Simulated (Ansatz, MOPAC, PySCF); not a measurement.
Species: dimethylsulfoxide, C$_{2}$H$_{6}$OS, charge 0, multiplicity 1. SMILES: CS(C)=O
Coordinates optimised at B3LYP-D3(BJ)/def2-TZVP (Ansatz, a quantum-chemistry and plane-wave program):
```xyz
10

S      0.0001     0.2316    -0.4434
O     -0.0091     1.4791     0.3687
C      1.3569    -0.7945     0.1950
C     -1.3493    -0.8091     0.1868
H      1.2528    -0.8869     1.2761
H     -2.2783    -0.2983    -0.0600
H      1.3433    -1.7716    -0.2883
H      2.2817    -0.2736    -0.0462
H     -1.3222    -1.7861    -0.2964
H     -1.2508    -0.9004     1.2685
```

Wanted: size of the dipole moment, in D. Conventions: dispersion terms only where a functional's name holds one; spin-orbit terms left out; 6-31G* and kin with 6d, 5d where marked; non-relativistic. First-principles rows: single points at B3LYP-D3(BJ) geometries (Ansatz). Semi-empirical rows: dipoles at the shared geometry.

Measured values: NIST CCCBDB, as tabulated in the package chemicals; dipoles are vibrational averages. 

Value to compare with, the measured value: 3.96 D.

```json
[
 {"level": "PM3", "program": "MOPAC", "size of the dipole moment (D)": "4.14", "error": "0.18"},
 {"level": "SVWN5/6-31G*", "program": "Ansatz", "size of the dipole moment (D)": "3.68", "error": "-0.28"},
 {"level": "BLYP/6-31G*", "program": "Ansatz", "size of the dipole moment (D)": "3.59", "error": "-0.37"},
 {"level": "B3LYP/6-31G*", "program": "Ansatz", "size of the dipole moment (D)": "3.83", "error": "-0.13"},
 {"level": "B3LYP/6-31G**", "program": "Ansatz", "size of the dipole moment (D)": "3.83", "error": "-0.13"},
 {"level": "B3PW91/6-31G* (5d)", "program": "PySCF", "size of the dipole moment (D)": "3.85", "error": "-0.11"}
]
```

Among the 6 habitual levels, BLYP/6-31G* lies farthest from the measured value (-0.37 D); 1 of 6 lie above it, and their mean absolute error is 0.20 D, the median 0.15. One case shows no general order.

The levels are drawn from those run, B3LYP/6-31G* more often than the rest, none by its result; runs whose electronic state is in doubt are left out.
